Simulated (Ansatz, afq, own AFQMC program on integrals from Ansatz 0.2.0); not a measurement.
# BNH3, doublet in cc-pVDZ along one coordinate

```
atom   x (Å)    y (Å)    z (Å)
   B  0.0000  -0.1798   0.7865
   N  0.0000   0.0674  -0.5650
   H  0.0000   0.6578   1.6392
   H  0.0000   0.9957  -0.9652
   H  0.0000  -0.6620  -1.2589
```

All coordinates are scaled about the centre. Energies in mEh count from this geometry (1.000) at the same level; the start stands on UHF, each point on the determinant named.

Basis cc-pVDZ. Noble-gas cores (and the filled d shells of Ga–Kr and In–Xe) are frozen. AFQMC by an in-house program on the Cholesky factors that Ansatz 0.2.0 writes for its CCSD(T) run. ph-AFQMC/CISD is guided by a CISD state made of CCSD amplitudes; releasing the constraint for a short imaginary time cuts its bias at the price of noise, slowly where states lie close. Error bars are statistical, one sigma.

Cautions, each for one point or more: (T) is large; an unrestricted solution with more broken spin lies lower; higher spins were not checked; strong correlation; unrestricted determinant spin contaminated.

```csv
scale of all distances,det.,T1,weight,⟨S²⟩,wB97M-V,r2SCAN,CCSD(T)
0.890,UHF,0.012,0.92,0.76,69.0,70.7,75.9
1.118,UHF,0.021,0.88,0.76,39.4,37.3,34.7
1.310,UHF,0.037,0.84,0.77,195.1,187.8,184.8
1.475,UHF¶,0.074,0.74,0.99,340.9,326.9§,323.9
```

Question: Estimate the curve of phaseless AFQMC with a CISD trial, counted from the same start.

Answer: 
| scale of all distances | det. | T1 | weight | ⟨S²⟩ | ph-AFQMC/CISD | released AFQMC |
| --- | --- | --- | --- | --- | --- | --- |
| 0.890 | UHF | 0.012 | 0.92 | 0.76 | 75.4 ± 0.7 | 76.3 ± 0.8* |
| 1.118 | UHF | 0.021 | 0.88 | 0.76 | 33.7 ± 1.2 | 35.2 ± 0.9* |
| 1.310 | UHF | 0.037 | 0.84 | 0.77 | 184.3 ± 0.9 | – |
| 1.475 | UHF¶ | 0.074 | 0.74 | 0.99 | 322.6 ± 1.8 | 324.1 ± 2.6* |

Weight is that of the determinant in the CISD state; at the start T1 is 0.015 and the weight 0.90, and ⟨S²⟩ is 0.76. ¶ marks points with a poor determinant and no full CI, where no value is sure; they don't count among the departures. An asterisk marks released energies that aren't shown to be converged. A dash marks a missing value, a released energy that hasn't settled or a functional that sits on another state. § marks a functional whose ⟨S²⟩ is too high by over 0.1. Largest departures from phaseless AFQMC with a CISD trial: CCSD(T) 1.0 mEh at 1.118 (on UHF) (within the noise), wB97M-V 10.7 mEh at 1.310, r2SCAN -4.7 mEh at 0.890. The walk's constraint bias lies outside its error bars, so these are departures and not errors. Functionals count only at points shown to share the start's state and spin. In this small basis the wave-function levels are far from their limit, so their gap to the functionals isn't the functionals' error.

A walk keeps the symmetry of its determinant, which the program's search chose and which needn't be the lowest solution, so a lower state of the same spin and another symmetry isn't excluded.
